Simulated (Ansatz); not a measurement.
**Four-centre ligand exchange**

Start structure (BH₃ClF, closed shell), relaxed at PBE0-D4/def2-TZVP:

```
atom    x (Å)    y (Å)    z (Å)
  B1  -0.2496   0.3577  -0.8765
  F2   0.8055   1.0766  -0.5218
  H3  -0.0581  -0.6279  -1.5266
  H4  -1.3318   0.7792  -0.5895
  H5   0.9176  -0.4058   1.8567
 Cl6  -0.0836  -1.1797   1.6579
```

The step: BH₂F ([BH2][F]) + HCl → BH₂Cl ([BH2][Cl]) + HF; bonds formed: B1–Cl6, F2–H5; bonds broken: B1–F2, H5–Cl6. Program: Ansatz 0.2.0. Basis: def2-TZVPP and def2-QZVPP. Cores are frozen in the correlated methods. Extrapolation: Hartree–Fock as exp(−7.88 √X), correlation as X^−2.97. Energies below are by CCSD(T) at an estimated basis limit (MP2 extrapolated from triple and quadruple zeta, plus CCSD(T) − MP2 in triple zeta).

**Question.** What are the electronic barrier and the energy of the step, from the start structure to the end structure? (To be estimated.)

**Answer.** Computed: Barrier 23.30 kcal/mol; step energy 10.12 kcal/mol (uphill); reverse barrier, their difference, 13.17 kcal/mol. Barrier and step energy count from the start structure, the reverse barrier from the end structure.

The saddle point: One imaginary mode of 879i cm⁻¹.
```tsv
pair	start (Å)	saddle (Å)	end (Å)
B1–Cl6	2.97	2.02	1.76
F2–H5	2.80	1.19	0.93
B1–F2	1.33	1.53	2.36
H5–Cl6	1.28	1.53	2.70
```

Zero-point energy (harmonic, PBE0-D4): ZPE is 19.50 kcal/mol at the start and 19.46 kcal/mol at the saddle, so the barrier goes from 23.30 to 23.26 kcal/mol.

T1 diagnostic: at most 0.012.

Labels in which every atom is bracketed show which atoms are joined, not bond orders.

For scale, one of the runs: CCSD(T)/def2-TZVPP, 146 basis functions, launched by `ansatz run in.yaml --threads 2 --pin off --events-out ev --progress --plain --max-ram 4352MiB`. Time: 9.5 s of wall clock on 2 CPU threads of an Intel Xeon Platinum 8488C; the host was shared. Peak host memory: 0.91 GiB.
